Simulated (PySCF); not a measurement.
Molecule: SMILES NO, H$_{3}$NO.

Numbering as in the mapped SMILES `[NH2:1][OH:2]`; H(Xn) means a hydrogen on atom n.

Spin–spin couplings on one PBE0-D3(BJ)/def2-SVP geometry, PySCF 2.14.0 with density-fitted response routines, gas phase, non-relativistic, equivalent pairs averaged; isotopes 15N, 1H, 17O; functional B3LYP.

Question: How do the couplings (Hz) change with the basis set? Times are CPU seconds on shared hosts with different chips, so compare them loosely. Far from the basis limit: 6-31G*, pcJ-0, 6-31G-J, def2-TZVP, cc-pVTZ.

Answer: 
| basis set | functions | 1J(N1,H(N1)) | 1J(O2,H(O2)) | 1J(N1,O2) | 2J(H(N1),H(N1)) | 2J(O2,H(N1)) | 2J(N1,H(O2)) | 3J(H(N1),H(O2)) | core-s |
| --- | --- | --- | --- | --- | --- | --- | --- | --- | --- |
| 6-31G* | 34 | -61.0 | -61.0 | -2.7 | -10.9 | -8.2 | -4.8 | 2.5 | 0.95 |
| pcJ-0 | 35 | -44.2 | -13.9 | -2.9 | -8.6 | -9.6 | -5.7 | 2.6 | 1 |
| 6-31G-J | 36 | -61.7 | -45.8 | -7.2 | -11.4 | -11.5 | -7.6 | 2.4 | 1.1 |
| def2-TZVP | 80 | -57.5 | -56.8 | -7.0 | -10.5 | -8.5 | -4.8 | 3.0 | 2 |
| pcJ-1 | 84 | -61.5 | -63.5 | -4.1 | -10.4 | -9.1 | -5.2 | 4.1 | 2 |
| cc-pVTZ | 102 | -48.9 | -42.1 | -5.2 | -9.0 | -7.3 | -5.5 | 3.0 | 2.6 |
| aug-cc-pVTZ-J | 152 | -64.0 | -68.7 | -7.0 | -10.5 | -9.1 | -5.1 | 4.5 | 4.4 |
| pcJ-2 | 174 | -63.1 | -67.5 | -5.8 | -10.0 | -9.1 | -5.1 | 4.5 | 5.3 |

The Fermi-contact term samples the wavefunction at the nucleus, which is why sets with added tight s functions (names with J) are made for couplings.
